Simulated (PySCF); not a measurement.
C₃H₃F.
Bonds: F1–C2, C2–C3 (double), C3–C4, C2–C4. Hydrogens: H5 on C3; H6, H7 on C4.

The same species was optimised twice, with GFN2-xTB and with PBE0-D3(BJ)/def2-SVP (PySCF), and the same property calculations (PySCF, gas phase) were run on both structures.

```json
{"coordinate": "C3–H5 (Å)", "GFN2-xTB": "1.060", "PBE0-D3(BJ)/def2-SVP": "1.085", "change": "+0.025"}
{"coordinate": "C4–H7 (Å)", "GFN2-xTB": "1.085", "PBE0-D3(BJ)/def2-SVP": "1.103", "change": "+0.018"}
{"coordinate": "C4–H6 (Å)", "GFN2-xTB": "1.085", "PBE0-D3(BJ)/def2-SVP": "1.103", "change": "+0.018"}
{"coordinate": "C2–C4 (Å)", "GFN2-xTB": "1.484", "PBE0-D3(BJ)/def2-SVP": "1.466", "change": "-0.018"}
{"coordinate": "C3–C4 (Å)", "GFN2-xTB": "1.527", "PBE0-D3(BJ)/def2-SVP": "1.544", "change": "+0.017"}
{"coordinate": "F1–C2 (Å)", "GFN2-xTB": "1.317", "PBE0-D3(BJ)/def2-SVP": "1.305", "change": "-0.012"}
{"coordinate": "C2=C3 (Å)", "GFN2-xTB": "1.292", "PBE0-D3(BJ)/def2-SVP": "1.289", "change": "-0.003"}
{"coordinate": "C2–C3–H5 (°)", "GFN2-xTB": "151.9", "PBE0-D3(BJ)/def2-SVP": "154.6", "change": "+2.7"}
{"coordinate": "C3–C2–C4 (°)", "GFN2-xTB": "66.3", "PBE0-D3(BJ)/def2-SVP": "67.8", "change": "+1.5"}
{"coordinate": "C4–C3–H5 (°)", "GFN2-xTB": "145.3", "PBE0-D3(BJ)/def2-SVP": "143.9", "change": "-1.4"}
{"coordinate": "F1–C2–C3 (°)", "GFN2-xTB": "150.1", "PBE0-D3(BJ)/def2-SVP": "148.7", "change": "-1.4"}
{"coordinate": "C2–C3–C4 (°)", "GFN2-xTB": "62.8", "PBE0-D3(BJ)/def2-SVP": "61.6", "change": "-1.2"}
{"coordinate": "C2–C4–H7 (°)", "GFN2-xTB": "119.8", "PBE0-D3(BJ)/def2-SVP": "120.4", "change": "+0.6"}
{"coordinate": "C2–C4–H6 (°)", "GFN2-xTB": "119.9", "PBE0-D3(BJ)/def2-SVP": "120.4", "change": "+0.5"}
{"coordinate": "H6–C4–H7 (°)", "GFN2-xTB": "113.5", "PBE0-D3(BJ)/def2-SVP": "113.0", "change": "-0.5"}
```

Rotational constants: A = 23453, B = 6873, C = 5507 MHz (GFN2-xTB) against A = 22943, B = 7007, C = 5570 MHz (PBE0-D3(BJ)/def2-SVP). Point groups within 0.08 Å: Cs and Cs.

On the GFN2-xTB structure: HOMO (eV) -7.32 [PBE0/pcSseg-1]; LUMO (eV) 0.49 [PBE0/pcSseg-1]; dipole (D) 1.09 [PBE0/pcSseg-1]; GIAO shielding of F1 (ppm) 313.8 [PBE0/pcSseg-1]; GIAO shielding of C2 (ppm) 27.6 [PBE0/pcSseg-1]; GIAO shielding of C3 (ppm) 112.8 [PBE0/pcSseg-1]; GIAO shielding of C4 (ppm) 165.2 [PBE0/pcSseg-1].

Question: What do these properties become on the PBE0-D3(BJ)/def2-SVP structure?

Answer: 
```
                                    property          level  on GFN2-xTB  on PBE0-D3(BJ)/def2-SVP  change
                                   HOMO (eV)  PBE0/pcSseg-1        -7.32                    -7.29   +0.03
                                   LUMO (eV)  PBE0/pcSseg-1         0.49                     0.53   +0.04
                                  dipole (D)  PBE0/pcSseg-1         1.09                     1.06   -0.03
energy, GFN2-xTB geometry as zero (kcal/mol)  PBE0/pcSseg-1          0.0                     -0.6    -0.6
                  GIAO shielding of F1 (ppm)  PBE0/pcSseg-1        313.8                    311.8    -2.0
                  GIAO shielding of C2 (ppm)  PBE0/pcSseg-1         27.6                     32.2    +4.6
                  GIAO shielding of C3 (ppm)  PBE0/pcSseg-1        112.8                    111.8    -1.0
                  GIAO shielding of C4 (ppm)  PBE0/pcSseg-1        165.2                    163.3    -1.9
```

The heavy atoms differ by 0.014 Å rms after alignment. Among all bonds C3–H5 changes most (+0.025 Å). Changes are differences of the printed values. Neither structure is proved a minimum here.
